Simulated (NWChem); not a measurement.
Total energies of fluoromethane (CH3F)

SMILES: FC
```xyz
5

C      0.6088    -0.1106     0.0000
F     -0.7327     0.1332     0.0000
H      0.8879    -0.6879     0.8972
H      0.8879    -0.6879    -0.8972
H      1.1658     0.8411     0.0000
```
Charge 0, spin multiplicity 1.

Everything below was run with NWChem. All single points use one geometry, from PBE0/def2-SVP, a minimum by its harmonic frequencies.

Basis set: cc-pVDZ (43 functions).

| method | total energy (Ha) |
|---|---|
| RHF | -139.04467 |
| MP2 | -139.37883 |
| B2PLYP | -139.61708 |
| PBE | -139.58265 |
| B3LYP | -139.74147 |
| CAM-B3LYP | -139.68969 |
| CCSD(T) | -139.40718 |

Total energies of different functionals aren't comparable as a measure of quality: only differences taken within one method are. 

The correlated methods keep 2 core orbitals frozen. B3LYP has NWChem's definition, with VWN1-RPA local correlation. Coupled-cluster values serve here as a point of comparison, not as the truth.
